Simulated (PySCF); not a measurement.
Molecule: `C=C=CC=C`, C$_{5}$H$_{6}$.

Geometry:
| atom | x (Å) | y (Å) | z (Å) |
| --- | --- | --- | --- |
| C1 | 1.982 | 1.458 | 0.781 |
| C2 | 0.942 | 0.676 | 0.663 |
| C3 | -0.107 | -0.111 | 0.536 |
| C4 | -0.697 | -0.488 | -0.744 |
| C5 | -1.765 | -1.288 | -0.869 |
| H6 | 3.000 | 1.054 | 0.793 |
| H7 | 1.870 | 2.544 | 0.874 |
| H8 | -0.572 | -0.513 | 1.446 |
| H9 | -0.216 | -0.078 | -1.638 |
| H10 | -2.265 | -1.712 | 0.007 |
| H11 | -2.172 | -1.543 | -1.850 |

Spin–spin couplings on one PBE0-D3(BJ)/def2-SVP geometry, PySCF 2.14, gas phase, non-relativistic, equivalent pairs averaged (without the spin–dipole term); isotopes $^{1}$H; functional B3LYP.

Reference values (Hz): $^{3}J$(H9,H11) = 10.1 (measured; solution (compiled); Pretsch, Buehlmann, Badertscher, Structure Determination of Organic Compounds, 4th ed., Springer 2009); $^{3}J$(H9,H10) = 17.2 (measured; solution (compiled); Pretsch, Buehlmann, Badertscher, Structure Determination of Organic Compounds, 4th ed., Springer 2009); $^{2}J$(H10,H11) = 1.6 (measured; solution (compiled); Pretsch, Buehlmann, Badertscher, Structure Determination of Organic Compounds, 4th ed., Springer 2009).

How do the couplings (Hz) change with the basis set? Times are CPU seconds on shared hosts with different chips, so compare them loosely. Far from the basis limit: 6-31G*, pcJ-0, 6-31G-J, def2-TZVP, cc-pVTZ.

Answers


```
basis set  functions  $^{3}J$(H9,H11)  $^{3}J$(H9,H10)  $^{2}J$(H10,H11)  mean abs. error  core-s
   6-31G*         82             10.1             15.5              -0.9              0.8     4.6
    pcJ-0         83             10.4             17.0               0.4              0.6     4.6
  6-31G-J         84             12.4             18.2              -1.1              1.2     4.8
def2-TZVP        191              9.1             15.2               2.4              1.3      15
    pcJ-1        195             11.4             18.2               1.6              0.8      18
  cc-pVTZ        234              9.2             14.8               2.2              1.3      19
```

Errors compare magnitudes, without vibrational corrections, and the largest couplings weigh most in the mean. Closest: pcJ-0; furthest: cc-pVTZ.

The Fermi-contact term samples the wavefunction at the nucleus, which is why sets with added tight s functions (names with J) are made for couplings. Agreement of an ordinary basis with the reference is then largely a cancellation of errors.
